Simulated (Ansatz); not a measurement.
# CH₄Si (SMILES C=[SiH2]): single points off equilibrium

The task here is to estimate one member of a computed series from the others.

Computed with Ansatz 0.2.0, Gaussian basis. Level: single points in def2-TZVPP.

Correlated methods freeze the cores. B3LYP uses VWN-RPA correlation.

### The starting structure

6 atoms, charge 0, spin multiplicity 1.

Atoms are counted from 1 here; the program's logs count them from 0.

Bond lengths: C1–Si2 1.625 Å, C1–H3 0.879 Å, C1–H4 1.289 Å, Si2–H5 1.308 Å. Angles: Si2–C1–H3 137.3°, Si2–C1–H4 110.0°, H3–C1–H4 111.1°, C1–Si2–H5 133.9°.

As a file:

```mol
CH4Si
  3D, bonds by distance, orders not assigned

  6  4  0  0  0  0  0  0  0  0999 V2000
   -0.7263   -0.6212   -0.0567 C   0  0
    0.5220    0.3312    0.3632 Si  0  0
   -1.4338   -0.9689    0.3330 H   0  0
   -0.8348   -0.6658   -1.3399 H   0  0
    1.0560    0.6752    1.5067 H   0  0
    1.6561    1.2927   -0.7804 H   0  0
  1  2  8  0
  1  3  8  0
  1  4  8  0
  2  5  8  0
M  END
```

Set-up of the first run:

run/in.yaml reads:

```yaml
crystal:
  periodic: [false, false, false]
  atoms:
    - {symbol: C, position_ang: [-0.726300, -0.621200, -0.056700]}
    - {symbol: Si, position_ang: [0.522000, 0.331200, 0.363200]}
    - {symbol: H, position_ang: [-1.433800, -0.968900, 0.333000]}
    - {symbol: H, position_ang: [-0.834800, -0.665800, -1.339900]}
    - {symbol: H, position_ang: [1.056000, 0.675200, 1.506700]}
    - {symbol: H, position_ang: [1.656100, 1.292700, -0.780400]}
basis:
  gaussian: {orbitals: def2-TZVPP}
correlation: {method: ccsd_t}
output: {forces: true}
```

Launch:

```bash
ansatz run in.yaml --threads 4 --pin off --events-out ev --progress --plain --max-ram 5222MiB
```

Steps of the session up to this table: CCSD(T)/def2-TZVPP; PBE0-D4/def2-TZVPP; wB97M-V/def2-TZVPP; r2SCAN-D4/def2-TZVPP; PBE-D4/def2-TZVPP; B3LYP-D4/def2-TZVPP; BLYP-D4/def2-TZVPP.

One of the session's tables, all rows but one given; the rest of the session is left out.

| method | RMS force component (eV/Å) | angle to CCSD(T) forces (°) | dipole (D) |
| --- | --- | --- | --- |
| CCSD(T) | 5.019 | reference | 0.66 |
| PBE0-D4 | 5.066 | 2.3 | 0.65 |
| wB97M-V | 5.016 | 2.5 | 0.77 |
| r2SCAN-D4 | 5.016 | 1.9 | 0.64 |
| PBE-D4 | ? | ? | ? |
| B3LYP-D4 | 4.964 | 1.9 | 0.69 |
| BLYP-D4 | 4.921 | 1.5 | 0.66 |

Estimate the missing values for PBE-D4.

As computed: RMS force component (eV/Å): 5.026; angle to CCSD(T) forces (°): 1.9; dipole (D): 0.59. In the column «RMS force component (eV/Å)» it lies between CCSD(T) (5.019) and PBE0-D4 (5.066).

Limits of these values: CCSD(T) in triple zeta still lacks some correlation energy of the bonds, so part of these gaps is its own basis error and they don't rank the functionals.
